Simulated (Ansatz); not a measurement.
Geometry optimisation, RKS B3LYP-D4/6-31G* (Ansatz 0.2.0).

Input file:

```yaml
crystal:
  periodic: [false, false, false]
  atoms:
    - { symbol: C, position_ang: [-0.7285, 1.2112, 0.1069] }
    - { symbol: C, position_ang: [-0.1189, 0.1194, -0.1793] }
    - { symbol: "N", position_ang: [0.5079, -0.0668, -1.3977] }
    - { symbol: C, position_ang: [0.0479, -0.9903, 0.8356] }
    - { symbol: F, position_ang: [1.2704, -1.4236, 0.9416] }
    - { symbol: H, position_ang: [-0.8427, 2.0781, -0.6295] }
    - { symbol: H, position_ang: [-1.2541, 1.4092, 1.0483] }
    - { symbol: H, position_ang: [0.46898, -1.0972, -1.68906] }
    - { symbol: H, position_ang: [0.06145, 0.47281, -2.13307] }
    - { symbol: H, position_ang: [-0.6194, -1.8568, 0.5337] }
    - { symbol: H, position_ang: [-0.3791, -0.6923, 1.8525] }
basis:
  gaussian: { orbitals: "6-31G*" }
hamiltonian:
  xc: b3lyp
  dispersion: d4
relax:
  f_tol: 0.015
  max_steps: 40
output:
  orbitals: {}
```

Run as:

```bash
$ ansatz run input.yaml --threads 1 --pin off --max-ram 2048MiB --backend cpu --events-out ev --progress --plain --runs-dir out
```

**Question.** Where does it end, and by what steps?

**Answer.** The run converged. After 13 steps the energy has fallen by 0.541 eV; H8 moved furthest, 0.31 Å.

| step | energy less start (eV) | largest force component (eV/Å) | accepted |
| --- | --- | --- | --- |
| 0 | 0.0000 | 4.859 | yes |
| 1 | -0.4194 | 1.982 | yes |
| 2 | -0.5048 | 0.604 | yes |
| 3 | -0.5234 | 0.405 | yes |
| 4 | -0.5321 | 0.136 | yes |
| 5 | -0.5334 | 0.197 | yes |
| 6 | -0.5361 | 0.109 | yes |
| 7 | -0.5379 | 0.110 | yes |
| 8 | -0.5388 | 0.125 | yes |
| 9 | -0.5399 | 0.101 | yes |
| 10 | -0.5406 | 0.064 | yes |
| 11 | -0.5409 | 0.039 | yes |
| 12 | -0.5409 | 0.041 | yes |
| 13 | -0.5410 | 0.006 | yes |

```xyz
11
Properties=species:S:1:pos:R:3
C -0.830 1.263 0.124
C -0.142 0.150 -0.177
N 0.485 -0.107 -1.386
C -0.033 -0.978 0.816
F 1.215 -1.600 0.725
H -1.003 2.049 -0.606
H -1.233 1.412 1.119
H 0.757 -1.062 -1.568
H 0.159 0.400 -2.197
H -0.787 -1.749 0.603
H -0.177 -0.614 1.837
```

The run took 59 s on 1 thread of Arm Neoverse V1 (shared host), peak memory 0.17 GiB.
